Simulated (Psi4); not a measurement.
# FNO-CCSD(T)/cc-pwCVDZ (occ tolerance 1e-06) run of PH3S (SMILES [PH3]=S)

What is the energy difference between two shapes of PH3S at FNO-CCSD(T)/cc-pwCVDZ (occ tolerance 1e-06)? 

The results are computed with Psi4 1.11.

7 further runs of the same task are left out: 3 that didn't finish, 4 set aside as unsound or not needed.

### Step 1. The molecule

PH3S has 5 atoms, charge 0, and is taken as a singlet. As SMILES, `[PH3]=S`. Geometry: relaxed at GFN2-xTB.

Bond lengths: P1–S2 1.914 Å, P1–H3 1.394 Å, P1–H4 1.394 Å, P1–H5 1.394 Å. Angles: S2–P1–H3 118.2°, S2–P1–H4 118.2°, S2–P1–H5 118.2°, H3–P1–H4 99.6°, H3–P1–H5 99.4°, H4–P1–H5 99.4°.

### Step 2. A single-point energy at FNO-CCSD(T)/cc-pwCVDZ (occ tolerance 1e-06)

Input file h3ps.dat:

```
memory 1600 mb

molecule m {
  0 1
  P      0.007920    -0.006600     0.007660
  S      1.261690    -0.941140     1.111260
  H     -1.166840     0.461930     0.594540
  H     -0.532470    -0.676580    -1.089190
  H      0.429710     1.162380    -0.624270
  units angstrom
  symmetry c1
}

set basis cc-pwCVDZ
set reference rhf
set scf_type pk
set freeze_core true
set occ_tolerance 1e-06

e_tot = energy("fno-ccsd(t)")
print_variables()
```

Launch:

```
$ psi4 -n 1 h3ps.dat h3ps.out
```

h3ps.out:

```text
[...]
  Running in c1 symmetry.
[...]
  Nuclear repulsion =   93.089271308523081
[...]
  Multiplicity = 1
[...]
  Nalpha       = 17
  Nbeta        = 17
[...]
    Number of basis functions: 69
[...]
   @RHF iter   1:  -739.94183226971586   -5.03300e-02   5.30042e-03 DIIS/ADIIS
[...]
   @RHF iter  11:  -740.01840998262765   -2.04636e-12   2.39866e-09 DIIS
[...]
    Orbital Energies [Eh]
    ---------------------
    Doubly Occupied:
       1A    -91.903008     2A    -80.039517     3A     -8.906962
       4A     -7.576245     5A     -6.589175     6A     -6.585686
       7A     -6.585686     8A     -5.472092     9A     -5.472069
      10A     -5.472066    11A     -1.006242    12A     -0.822933
      13A     -0.596032    14A     -0.595731    15A     -0.498069
      16A     -0.347232    17A     -0.347199
[...]
  @RHF Final Energy:  -740.01840998262765
   => Energetics <=
    Nuclear Repulsion Energy =             93.0892713085230810
    One-Electron Energy =               -1208.5834758803239311
    Two-Electron Energy =                 375.4757945891731765
    Total Energy =                       -740.0184099826276451
[...]
 Multipole Moments:
 ------------------------------------------------------------------------------------
     Multipole            Electronic (a.u.)      Nuclear  (a.u.)        Total (a.u.)
 ------------------------------------------------------------------------------------
 L = 1.  Multiply by 2.5417464519 to convert [e a0] to [Debye]
 Dipole X            :          1.2438993           -2.3073834           -1.0634840
 Dipole Y            :         -0.9309833            1.7230471            0.7920638
 Dipole Z            :          1.0986078           -2.0341520           -0.9355442
 Magnitude           :                                                    1.6228389
[...]
      * MP2 total energy:                   -740.283442022743
[...]
      * MP2 total energy:                   -740.283442022743
[...]
      * MP3 total energy:                   -740.312944059836
[...]
      * CCSD total energy:                  -740.317551564022
[...]
      * CCSD(T) total energy                -740.327014132604
[...]
```

It took 9.9 s on 1 thread of Intel Xeon Platinum 8488C (Sapphire Rapids), shared host; peak memory 0.41 GiB.

### Step 3. The distorted shape at the same level

Input file input.dat:

```
memory 1.6 GB

molecule {
  0 1
  P
  S 1 r2
  H 1 r3 2 a3
  H 1 r4 3 a4 2 d4
  H 1 r5 3 a5 4 d5

  r2 = 1.779689
  r3 = 1.420616
  a3 = 125.40704
  r4 = 1.448183
  a4 = 96.43744
  d4 = 137.61818
  r5 = 1.484712
  a5 = 96.75669
  d5 = 87.00404
  symmetry c1
}

set {
  reference     rhf
  scf_type      pk
  freeze_core   true
  occ_tolerance 1e-06
}

energy('fno-ccsd(t)/cc-pwCVDZ')
```

Launch:

```
$ psi4 -n 1 input.dat output.dat
```

output.dat:

```text
[...]
  Running in c1 symmetry.
[...]
  Nuclear repulsion =   97.478058357903038
[...]
  Multiplicity = 1
[...]
  Nalpha       = 17
  Nbeta        = 17
[...]
    Number of basis functions: 69
[...]
   @RHF iter   1:  -739.93006543501861    1.29189e-01   4.93883e-03 ADIIS/DIIS
[...]
   @RHF iter  11:  -739.99240983560844   -4.09273e-12   4.32918e-09 DIIS
[...]
    Orbital Energies [Eh]
    ---------------------
    Doubly Occupied:
       1A    -91.912063     2A    -80.036211     3A     -8.921086
       4A     -7.572433     5A     -6.603969     6A     -6.599483
       7A     -6.599479     8A     -5.469445     9A     -5.467927
      10A     -5.467739    11A     -1.042895    12A     -0.809007
      13A     -0.584274    14A     -0.552836    15A     -0.520437
      16A     -0.370187    17A     -0.363143
[...]
  @RHF Final Energy:  -739.99240983560844
   => Energetics <=
    Nuclear Repulsion Energy =             97.4780583579030377
    One-Electron Energy =               -1217.1557037663769734
    Two-Electron Energy =                 379.6852355728654516
    Total Energy =                       -739.9924098356084414
[...]
 Multipole Moments:
 ------------------------------------------------------------------------------------
     Multipole            Electronic (a.u.)      Nuclear  (a.u.)        Total (a.u.)
 ------------------------------------------------------------------------------------
 L = 1.  Multiply by 2.5417464519 to convert [e a0] to [Debye]
 Dipole X            :         -0.0843808            0.0596139           -0.0247669
 Dipole Y            :          0.3977303           -0.3094207            0.0883096
 Dipole Z            :          2.6368766           -3.7417207           -1.1048441
 Magnitude           :                                                    1.1086444
[...]
      * MP2 total energy:                   -740.260460203930
[...]
      * MP2 total energy:                   -740.260460203930
[...]
      * MP3 total energy:                   -740.289584290861
[...]
      * CCSD total energy:                  -740.293968292973
[...]
      * CCSD(T) total energy                -740.303607803443
[...]
```

Wall time 9.6 s (1 thread of Intel Xeon Platinum 8488C (Sapphire Rapids), shared host); peak memory 0.41 GiB.

### Step 4. Summary of results

At FNO-CCSD(T)/cc-pwCVDZ (occ tolerance 1e-06), 10 core orbitals frozen:

| quantity | value |
| --- | --- |
| first shape: total energy | -740.32701 Eh |
| first shape: HOMO energy (Hartree–Fock orbitals) | -9.45 eV |
| first shape: LUMO energy (Hartree–Fock orbitals) | 3.82 eV |
| first shape: HOMO–LUMO gap (Hartree–Fock orbitals) | 13.27 eV |
| first shape: correlation energy (10 core orbitals frozen) | -308.6 mEh |
| first shape: (T) correction | -9.46 mEh |
| first shape: T1 diagnostic | 0.014 |
| distorted shape: total energy | -740.30361 Eh |
| distorted shape: HOMO energy (Hartree–Fock orbitals) | -9.88 eV |
| distorted shape: LUMO energy (Hartree–Fock orbitals) | 3.81 eV |
| distorted shape: HOMO–LUMO gap (Hartree–Fock orbitals) | 13.69 eV |
| distorted shape: correlation energy (10 core orbitals frozen) | -311.2 mEh |
| distorted shape: (T) correction | -9.64 mEh |
| distorted shape: T1 diagnostic | 0.012 |
| energy change with the atoms displaced | 0.637 eV |

**Reading.** With the atoms displaced the energy rises by 0.64 eV (14.7 kcal/mol). The first shape isn't relaxed at this level, so the change isn't measured from a minimum. The triples (first shape) make up 3.1 % of the correlation energy. The triples (distorted shape) make up 3.1 % of the correlation energy.
